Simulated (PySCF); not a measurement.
Species: CH4O.
SMILES: `CO`

The closed-shell ground state was solved at several levels (PySCF, density fitting, gas phase, non-relativistic). Isolated species at its PBE0-D3(BJ)/def2-TZVP geometry, gas phase.

| level | basis functions | HOMO (eV) | LUMO (eV) | gap (eV) | dipole (D) |
| --- | --- | --- | --- | --- | --- |
| wB97X-D/aug-cc-pVTZ | 184 | -9.93 | 0.82 | 10.75 | 1.65 |
| B97-2/pcJ-2 | 198 | -7.66 | 0.66 | 8.32 | 1.67 |
| PBE0/pcJ-2 | 198 | -7.94 | 0.64 | 8.58 | 1.69 |
| KT3/pcSseg-2 | 128 | -6.43 | -0.41 | 6.02 | 1.57 |
| PBE0/aug-cc-pVTZ | 184 | -7.98 | -0.13 | 7.85 | 1.62 |
| PBE0/pcSseg-2 | 128 | -7.94 | 0.56 | 8.50 | 1.69 |
| wB97X-D/pcSseg-2 | 128 | -9.89 | 2.29 | 12.18 | 1.72 |
| CAM-B3LYP/aug-cc-pVTZ | 184 | -9.51 | 0.19 | 9.70 | 1.68 |
| B3LYP/pcJ-2 | 198 | -7.71 | 0.27 | 7.98 | 1.70 |

Question: Estimate the row for B97-2/pcSseg-2, a basis of 128 functions; the other rows only guide the guess.

Answer: HOMO -7.66 eV, LUMO 0.58 eV, gap 8.24 eV, dipole 1.68 D.

Question: Over all these levels, which gives the widest orbital gap and which the narrowest?

Answer: wB97X-D/pcSseg-2 (range-separated hybrid) has the widest, 12.18 eV, and KT3/pcSseg-2 (GGA) the narrowest, 6.02 eV. The two share the basis. From the narrowest to the widest the HOMO moves by -3.46 eV and the LUMO by +2.70 eV.

Question: How much does the basis alone move the frontier levels among the 3 PBE0 rows?

Answer: The HOMO by 0.04 eV and the LUMO by 0.77 eV. By rising basis size (HOMO, LUMO in eV): pcSseg-2 -7.94, 0.56; aug-cc-pVTZ -7.98, -0.13; pcJ-2 -7.94, 0.64.

Question: In the pcSseg-2 basis, how does the gap go with the fixed share of exact exchange?

Answer: KT3 (0 %) 6.02 eV; B97-2 (21 %) 8.24 eV; PBE0 (25 %) 8.50 eV. Each rise in the share widens the gap here.

Question: How far do the dipole and the HOMO energy spread over the levels?

Answer: The dipole runs from 1.57 to 1.72 D (mean 1.67 D) and the HOMO from -9.93 to -6.43 eV.
